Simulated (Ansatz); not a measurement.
HBeGa, singlet in cc-pVDZ: errors against full CI

Geometry: a point of a stretch scan, not a stationary point.

```yaml
atoms:
  - { symbol: Ga, position_ang: [0.0000, -0.0218, 0.2651] }
  - { symbol: Be, position_ang: [0.0000, -0.2206, -2.0201] }
  - { symbol: H, position_ang: [0.0000, 3.4773, -0.2774] }
```

Basis cc-pVDZ; Ansatz 0.2.0. Correlated methods freeze the noble-gas cores and the filled d shells of p-block atoms, which leaves 6 electrons in 31 orbitals. R marks a restricted (for open shells ROHF) determinant, U an unrestricted one. Active spaces: pair = (2e, 2o) about the gap; valence = (6e, 9o) chosen from the atoms' valence shells. No spin–orbit coupling is included, and no scalar relativity.

Full CI is exact within this basis and frozen core; it isn't the basis-set limit. The frozen core follows each run's orbitals, which can shift R against U totals by a few meV for light atoms and by up to 0.1 eV past Ca.

RHF is unstable: UHF (⟨S²⟩ = 1.56) lies 1.91 eV below the lowest RHF solution. Higher spins weren't run at this geometry and may lie near or lower.

The UHF ⟨S²⟩ is 1.559, the ⟨S²⟩ of the determinant under UCCSD is 0.953 and the T1 diagnostic (RCCSD) is 0.1138. The largest doubles amplitude (RCCSD) is 0.486.

```
                   level  E − E(full CI) (kJ/mol)  share of correlation (%)  wall time
                     RHF                    449.7                      0.00          –
                    RMP2                    186.4                     58.54          –
                    CISD                     94.9                     78.89      0.6 s
                  RCCSD*                     42.1                     90.65          –
               RCCSD(T)*                      0.0                    100.00      3.8 s
                BCCD(T)*                      6.6                     98.53      3.6 s
                 RCCSDT*                      3.2                     99.28          –
              RCCSDT(Q)*                     -2.2                    100.50        6 s
     CASSCF (pair space)                    288.4                     35.86          –
     NEVPT2 (pair space)                     92.1                     79.52        1 s
     MRCISD (pair space)                     30.2                     93.29          –
   MRCISD+Q (pair space)                     -9.7                    102.16      1.1 s
  CASSCF (valence space)                     94.9                     78.90          –
  NEVPT2 (valence space)                     24.0                     94.67      3.5 s
  MRCISD (valence space)                      2.5                     99.45          –
MRCISD+Q (valence space)                     -0.9                    100.20      4.8 s
```

An asterisk marks runs whose energy the program itself flagged as in doubt.

The correlation energy at full CI, counted from RHF, is -4.661 eV. That run took 78 s on 1 thread of Arm Neoverse V2, shared host over 10,116,793 determinants.

Run but not shown, since their state, orbitals or frozen core can't be matched to the reference's or they repeat it: UHF, UMP2, UCCSD, UCCSD(T), UCCSDT, UCCSDT(Q).

Times hold each run's SCF and search for its determinant on a shared host, so for small cases they say little of a method's own cost; they ran on 1 thread of Arm Neoverse V2.

More than 5 meV below full CI, which no variational method can be: RCCSDT(Q), MRCISD+Q (pair space), MRCISD+Q (valence space).

The full-CI state has the irrep A' of Cs, in the program's axes.

Natural occupations of full CI about the gap: 1.915 1.768 1.460 0.508 0.148 0.056 0.052 0.030 0.018 0.009; effectively unpaired electrons, Σ n²(2−n)², 1.49. No single determinant describes this state well, so single-reference rows can miss without a flag.
